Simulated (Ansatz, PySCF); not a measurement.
This PySCF input computes a CCSD(T)/cc-pVDZ energy:

```python
from pyscf import gto, scf, mp, cc as ccmod

mol = gto.M(
    atom='''
    C     0.00000034   -0.00879282    0.11429267
    C     0.00063634    0.06997282    1.38676583
    C    -0.00016681    0.04932928   -1.23370407
    H    -0.00240573   -0.82834392    2.00699519
    H     0.92338430    0.07933898   -1.80581793
    H    -0.92379778    0.08594923   -1.80530386
    ''',
    basis='cc-pvdz',
    charge=-1,
    spin=0,
    verbose=4,
)

mf = scf.RHF(mol)
mf.conv_tol = 1e-10
mf.max_cycle = 100
mf.kernel()
mp2 = mp.MP2(mf, frozen=3).run()
cc = ccmod.CCSD(mf, frozen=3)
cc.max_cycle = 100
cc.kernel()
et = cc.ccsd_t()
print(f'E(CCSD(T)) = {cc.e_tot + et:.9f}')
```

Q: Write an input for the same energy in Ansatz (a quantum-chemistry and plane-wave program) and say what it gives.

A: 
Ansatz 0.2 input:
```yaml
crystal:
  periodic: [false, false, false]
  atoms:
    - {symbol: C, position_ang: [0.00000034, -0.00879282, 0.11429267]}
    - {symbol: C, position_ang: [0.00063634, 0.06997282, 1.38676583]}
    - {symbol: C, position_ang: [-0.00016681, 0.04932928, -1.23370407]}
    - {symbol: H, position_ang: [-0.00240573, -0.82834392, 2.00699519]}
    - {symbol: H, position_ang: [0.92338430, 0.07933898, -1.80581793]}
    - {symbol: H, position_ang: [-0.92379778, 0.08594923, -1.80530386]}
basis:
  gaussian:
    orbitals: cc-pVDZ
total_charge: -1
magnetization: {spin_polarized: false}
correlation: {method: ccsd_t, electrons: outside_noble_gas}
```
It gives -115.67048 Eh, and PySCF -115.67048 Eh, a difference of 0.00 mEh.

It need not be the lowest isomer of its formula. Whether it binds its extra electron was not tested at this geometry.
